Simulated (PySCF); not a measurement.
# Cl2Si: the cost of one run

Computed with PySCF 2.14.0 and routines of our own; the level stands in each step. Atoms count from 0.

## 1. The starting structure

3 atoms, charge 0, multiplicity 3; geometry from: GFN2-xTB.

## 2. Open-shell or spin-flip excitations: unrestricted TDA B3LYP/def2-SVPD

What the job is given:

```
{"job": {"kind": "uabs", "xc": "B3LYP", "basis": "def2-SVPD", "nstates": 10, "tda": true}, "charge": 0, "multiplicity": 3}
Cl    -1.755975    -0.365518    -0.003362
Si    -0.000618     0.706863    -0.010340
Cl     1.768074    -0.343882     0.001148
```

With the program's defaults for keys left out, this is: unrestricted TDA B3LYP/def2-SVPD, vertical, gas phase, core orbitals frozen in the response.

The run is started by

```console
> OMP_NUM_THREADS=1 python excited_run.py task.json out
```

This one command runs all jobs of the session in turn.

Q: Estimate the wall time and peak memory of this first job on 1 thread of Arm Neoverse V1, shared host.

About 4.8 s, with a peak of 0.32 GiB.
